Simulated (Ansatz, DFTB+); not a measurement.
Ligand exchange: CH4S + H2S → H2S2 + CH4

Species: CH4S (methanethiol) `CS`, singlet; H2S (hydrogen sulfide) `S`, singlet; H2S2 `SS`, singlet; CH4 (methane) `C`, singlet. The partners trade CH3 for SH: S–CH3 and H–SH bonds give way to S–SH and H–CH3.

Shapes, held fixed at every level: PBE0-D4/def2-TZVP. Flexible molecules stand in one conformer, not always the lowest. Programs: Ansatz 0.2.0, DFTB+ 25.1. The zero-point and thermal change to 298 K, harmonic and unscaled (PBE0-D4/def2-TZVP), is +4.6 kJ/mol.

**What was measured.** Tabulated heats of formation (Active Thermochemical Tables, CRC Handbook of Chemistry and Physics, NIST-JANAF tables): CH4S -22.9 (CRC); H2S -20.5 (JANAF); H2S2 +15.5 (CRC); CH4 -74.5 (ATcT) kJ/mol, which give ΔH(298 K) = -15.6 kJ/mol.

```
               level                    kind  ΔH (kJ/mol)  computed − measured
               DFTB2          semi-empirical        -66.4                -50.8
   PBE-D4/def2-TZVPP                     GGA        -21.6                 -5.9
 B3LYP-D4/def2-TZVPP           global hybrid        -19.0                 -3.4
  wB97X-V/def2-TZVPP  range-separated hybrid        -12.2                 +3.5
   B2PLYP/def2-TZVPP           double hybrid        -14.8                 +0.8
      MP2/def2-TZVPP     perturbation theory         -9.5                 +6.2
    CCSD(T)/def2-SVP   coupled cluster or CI         +4.4                +20.0
       CCSD/def2-SVP   coupled cluster or CI         +4.8                +20.5
CCSD(T)/CBS estimate   coupled cluster or CI        -12.9                 +2.7
```

Nearest: B2PLYP/def2-TZVPP (+0.8); farthest: DFTB2 (-50.8). 6 of 9 levels lie within 10 kJ/mol. The wrong sign comes from CCSD(T)/def2-SVP, CCSD/def2-SVP. The CBS estimate extrapolates MP2 from def2-TZVPP and def2-QZVPP and adds CCSD(T) − MP2 in the triple-zeta set, cores frozen.
